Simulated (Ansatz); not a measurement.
System: cuprite Ag2O. Method: BLYP (Ansatz, a quantum-chemistry and plane-wave program, plane waves, PAW).

Input file:

Ansatz 0.2 input:
```yaml
crystal:
  lattice:
    - [4.8719289539, 0.0, 0.0]
    - [0.0, 4.8719289539, 0.0]
    - [0.0, 0.0, 4.8719289539]
  atoms:
    - { symbol: Ag, position: [0.75, 0.25, 0.75] }
    - { symbol: Ag, position: [0.25, 0.75, 0.75] }
    - { symbol: Ag, position: [0.75, 0.75, 0.25] }
    - { symbol: Ag, position: [0.25, 0.25, 0.25] }
    - { symbol: O, position: [0.0, 0.0, 0.0] }
    - { symbol: O, position: [0.5, 0.5, 0.5] }
basis:
  ecutwfc: 520
  ecutrho_ratio: 4
  xc_grid: 2
kpoints:
  mp_grid: { grid: [8, 8, 8] }
hamiltonian:
  xc: blyp
  dispersion: none
  pseudopotentials: { kind: paw }
scf:
  occupations: { method: fermi_dirac, width: 0.01 }
  convergence: { dr2_threshold: 0.0000000006 }
output:
  forces: true
  stress: true
  eigenvalues: true
```

Output (set-up and result lines):

```
Crystal: 6 atoms, lattice volume = 115.639 Å³
Basis set: ecut = 520 eV, 3119 PW (Γ), exchange–correlation on 80×80×80 points (8 copies of the dense FFT grid, shifted against one another)
Bands: 53, of which v1, the nominal top of the filled ones, is band 44 counted from 1 (43 counted from 0)
Symmetry: 48 space group operations
Space group: Pn-3m (ITA 224), of the structure as read, at distance tolerance 4.9e-5 Å
k-points: 35 of 512
Functional: x = b88, c = lyp
SCF iter   1: F=—  HF=-31558.213589 eV  |F-HF|=—  |Δ(HF+E_count)|=         —  Δρ=1.19e-2  dr2=1.10e-1
SCF iter   2: F=—  HF=-31558.196897 eV  |F-HF|=—  |Δ(HF+E_count)|=   1.67e-2  Δρ=3.87e-3  dr2=1.70e-2
  ...
SCF iter   8: F=—  HF=-31558.194619 eV  |F-HF|=—  |Δ(HF+E_count)|=   8.96e-8  Δρ=2.34e-6  dr2=6.59e-9
SCF iter   9: F=-31558.194619 eV  HF=-31558.194619 eV  |F-HF|=2.51e-10  |Δ(HF+E_count)|=   9.42e-9  Δρ=5.49e-7  dr2=2.75e-10
SCF 1 converged in 9 iterations: F = -31558.194619 eV  dr2 = 2.75e-10
SCF converged after 9 iterations
Free energy (F): -31558.194619 eV
Internal energy: -31558.194522 eV  (E = F + TS)
E sigma→0 (E₀):  -31558.194570 eV
Fermi energy:    9.553098 eV
--- Stress (GPa, compression-positive) ---
        1.282536       0.000000       0.000000
        0.000000       1.282536       0.000000
        0.000000       0.000000       1.282536
  P = ⅓ Tr σ = 1.2825 GPa (12.825 kbar)
```

The cell is one volume of an energy–volume scan, off the minimum.

The PAW data were made under PBE.
